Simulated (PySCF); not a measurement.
C₂H₄, SMILES C=C (connectivity only; charge and spin as stated), charge +1, multiplicity 2.

Geometry: B3LYP-D3(BJ)/def2-TZVP. The multiplicity is an assumed one; other spin states were not compared.

Level of theory: TDA-B3LYP/def2-TZVPD (PySCF).

Vertical excitations. Isolated molecule, no solvent.

| state | energy (eV) | λ (nm) | f | main pairs |
|---|---|---|---|---|
| root 1 | 3.65 | 340 | 0.000 | β HOMO→LUMO 99 % |
| root 2 | 4.78 | 259 | 0.000 | β HOMO−1→LUMO 99 % |
| root 3 | 5.07 | 244 | 0.026 | α HOMO→LUMO 73 %, β HOMO−2→LUMO 23 % |
| root 4 | 6.17 | 201 | 0.053 | α HOMO→LUMO 18 %, β HOMO−2→LUMO 69 %, β HOMO→LUMO+1 11 % |
| root 5 | 7.07 | 175 | 0.027 | α HOMO−1→LUMO 82 %, β HOMO→LUMO+1 15 % |
| root 6 | 8.04 | 154 | 0.003 | α HOMO−2→LUMO 84 %, β HOMO−1→LUMO+1 10 %, β HOMO−3→LUMO 5 % |
| root 7 | 9.07 | 137 | 0.195 | α HOMO−1→LUMO 14 %, β HOMO→LUMO+1 72 % |
| root 8 | 9.11 | 136 | 0.008 | α HOMO−2→LUMO 13 %, β HOMO−3→LUMO 60 %, β HOMO−1→LUMO+1 22 % |
| root 9 | 9.37 | 132 | 0.000 | α HOMO−3→LUMO 93 %, β HOMO−2→LUMO+1 6 % |
| root 10 | 9.78 | 127 | 0.009 | β HOMO−1→LUMO+1 67 %, β HOMO−3→LUMO 28 % |
Unrestricted roots are not spin-pure.
